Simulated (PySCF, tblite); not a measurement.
Isomers of C5H8Cl (doublet state), one GFN2-xTB conformer each. Single-point energies are computed at B3LYP/pcH-1 (PySCF, gas phase, no added dispersion term), electronic only. GFN2-xTB treats the open shell by occupation alone, and not every SCF solution was tested for stability.

```csv
SMILES,GFN2-xTB relative energy (kcal/mol)
[CH2][C@@H]1CC[C@@H]1Cl,11.9
C[C@@H]1CC[C]1Cl,0.0
```

Conformers: `[CH2:1][C@@H:2]1[CH2:3][CH2:4][C@@H:5]1[Cl:6]` (doublet state) with H–C1–C2–C3 35° and -153°, C1–C2–C3–C4 -105°, C2–C3–C4–C5 -13°, C3–C4–C5–Cl6 133°, C1–C2–C5–C4 104°.

Problem. What does B3LYP/pcH-1 give for the same structures?

Solution. 
| SMILES | B3LYP/pcH-1 E (Eh) | B3LYP/pcH-1 (kcal/mol) | GFN2-xTB (kcal/mol) | point group |
| --- | --- | --- | --- | --- |
| C[C@@H]1CC[C]1Cl | -655.48946 | 0.0 | 0.0 | C1 |
| [CH2][C@@H]1CC[C@@H]1Cl | -655.47854 | 6.8 | 11.9 | C1 |

Both levels put the same isomer lowest. 

Problem. What happens when harmonic zero-point energies from GFN2-xTB frequencies are added?

Solution. 
| SMILES | ZPE (kcal/mol) | electronic (kcal/mol) | with ZPE (kcal/mol) |
| --- | --- | --- | --- |
| C[C@@H]1CC[C]1Cl | 71.9 | 0.0 | 0.0 |
| [CH2][C@@H]1CC[C@@H]1Cl | 70.8 | 6.8 | 5.7 |

The zero-point energies span 1.1 kcal/mol. The order is unchanged.
